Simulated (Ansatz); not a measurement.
Total energies of `C=CC[O]` radical.

Z-matrix (Å, degrees):
```
C
C 1 1.497
O 1 1.356 2 115.4
H 1 1.104 2 111.9 3 129.7
H 1 1.114 2 109.4 3 -115.6
C 2 1.324 1 123.3 3 -134.1
H 2 1.087 1 115.6 3 45.4
H 6 1.086 2 121.3 1 0.4
H 6 1.084 2 121.8 1 -179.7
```

The species carries charge 0 and has multiplicity 2. The geometry is a stationary point of PBE0-D4/def2-TZVP. It is one conformer, not always the lowest. Basis def2-TZVPP, the Gaussian-basis code of Ansatz.

RPA on PBE orbitals: Hartree–Fock energy of these orbitals -191.32414 Eh, correlation -1.15136 Eh (frozen core).

```json
{"functional": "PBE", "energy without D4 (Eh)": "-192.28323", "D4 term (kJ/mol)": "-12.3"}
{"functional": "revPBE", "energy without D4 (Eh)": "-192.46768", "D4 term (kJ/mol)": "-45.1"}
{"functional": "BLYP", "energy without D4 (Eh)": "-192.45862", "D4 term (kJ/mol)": "-28.1"}
{"functional": "r2SCAN", "energy without D4 (Eh)": "-192.41389", "D4 term (kJ/mol)": "-3.0"}
{"functional": "PBE0", "energy without D4 (Eh)": "-192.29745", "D4 term (kJ/mol)": "-10.2"}
{"functional": "B3LYP", "energy without D4 (Eh)": "-192.53142", "D4 term (kJ/mol)": "-19.6"}
{"functional": "r2SCANh", "energy without D4 (Eh)": "-192.40451", "D4 term (kJ/mol)": "-3.2"}
{"functional": "HSE06 (plane-wave form)", "energy without D4 (Eh)": "-192.28701", "D4 term (kJ/mol)": "-9.3"}
{"functional": "BHLYP", "energy without D4 (Eh)": "-192.41701", "D4 term (kJ/mol)": "-13.2"}
{"functional": "CAM-B3LYP", "energy without D4 (Eh)": "-192.43189", "D4 term (kJ/mol)": "-10.0"}
{"functional": "LC-ωPBE", "energy without D4 (Eh)": "-192.39501", "D4 term (kJ/mol)": "–"}
{"functional": "ωB97M-V", "energy without D4 (Eh)": "-192.43855", "D4 term (kJ/mol)": "–"}
{"functional": "B2PLYP", "energy without D4 (Eh)": "-192.36244", "D4 term (kJ/mol)": "–"}
{"functional": "PBE-QIDH", "energy without D4 (Eh)": "-192.26229", "D4 term (kJ/mol)": "–"}
```

Problem. Give the same for LDA (SPW92), B97M-V, r2SCAN0, ωB97X-V. (An estimate is asked.)

Solution. The calculation gave: 
```
 functional  energy without D4 (Eh)  D4 term (kJ/mol)
LDA (SPW92)              -190.87043                 –
     B97M-V              -192.50289                 –
    r2SCAN0              -192.39162              -3.5
    ωB97X-V              -192.45997                 –
```

B3LYP takes the VWN-RPA correlation (the form of Gaussian; ORCA's B3LYP/G). HSE06 is the plane-wave form, built on full-range PBE exchange. The double hybrids freeze the cores in their second-order part.

LC-ωPBE has ω = 0.4 bohr⁻¹.
